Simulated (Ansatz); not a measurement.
# CH₆AlB (SMILES C[BH][AlH2]): a relaxation

Where does the structure go when it is relaxed from here with these settings?

The runs use Ansatz 0.2.0, Gaussian basis; BLYP-D4/cc-pVDZ.

## (1) The starting structure

The start, displaced at random: SMILES `C[BH][AlH2]`, 9 atoms, charge 0, spin multiplicity 1.

Atoms are counted from 1 here; the program's logs count them from 0.

Bond lengths: C1–B2 1.713 Å, C1–H4 0.983 Å, C1–H5 1.262 Å, C1–H6 0.842 Å, B2–Al3 2.056 Å, B2–H7 1.164 Å, Al3–H8 1.783 Å, Al3–H9 1.548 Å. Angles: B2–C1–H4 119.3°, B2–C1–H5 112.0°, B2–C1–H6 115.1°, H4–C1–H5 99.1°, H4–C1–H6 106.4°, H5–C1–H6 102.5°, C1–B2–Al3 100.8°, C1–B2–H7 114.6°, Al3–B2–H7 144.4°, B2–Al3–H8 115.5°, B2–Al3–H9 137.6°, H8–Al3–H9 106.1°.

Geometry (Å):

```xyz
9
charge 0, multiplicity 1
C    -0.7181    0.6406   -0.6724
B     0.9377    0.4581   -0.2732
Al    0.8243   -0.9676    1.2043
H    -1.2057   -0.1183   -1.0621
H    -0.8911    1.4838   -1.5948
H    -1.2036    0.9438   -0.0545
H     1.6665    1.0799   -0.9348
H    -0.7889   -1.6841    1.4569
H     1.8030   -1.8002    2.0668
```

## (2) The relaxation

Contents of run/in.yaml:

```yaml
crystal:
  periodic: [false, false, false]
  atoms:
    - {symbol: C, position_ang: [-0.718053, 0.640580, -0.672411]}
    - {symbol: B, position_ang: [0.937697, 0.458127, -0.273180]}
    - {symbol: Al, position_ang: [0.824314, -0.967587, 1.204323]}
    - {symbol: H, position_ang: [-1.205670, -0.118340, -1.062068]}
    - {symbol: H, position_ang: [-0.891108, 1.483791, -1.594769]}
    - {symbol: H, position_ang: [-1.203567, 0.943815, -0.054488]}
    - {symbol: H, position_ang: [1.666469, 1.079916, -0.934844]}
    - {symbol: H, position_ang: [-0.788946, -1.684065, 1.456930]}
    - {symbol: H, position_ang: [1.802986, -1.800174, 2.066755]}
basis:
  gaussian: {orbitals: cc-pVDZ}
hamiltonian: {xc: {name: BLYP}, dispersion: d4}
relax: {f_tol: 0.01, max_steps: 80, max_displacement: 0.05}
```

Launch:

```
> ansatz run in.yaml --threads 2 --pin off --events-out ev --progress --plain --max-ram 3481MiB
```

What does the calculation give? Wanted: energy change; last largest force; RMSD from the start.

As calculated:

```
           quantity        value
              steps           42
      energy change    -3.510 eV
 last largest force  0.0072 eV/Å
RMSD from the start      0.836 Å
```

What this shows: It converged in 42 steps at a force tolerance of 0.01 eV/Å.
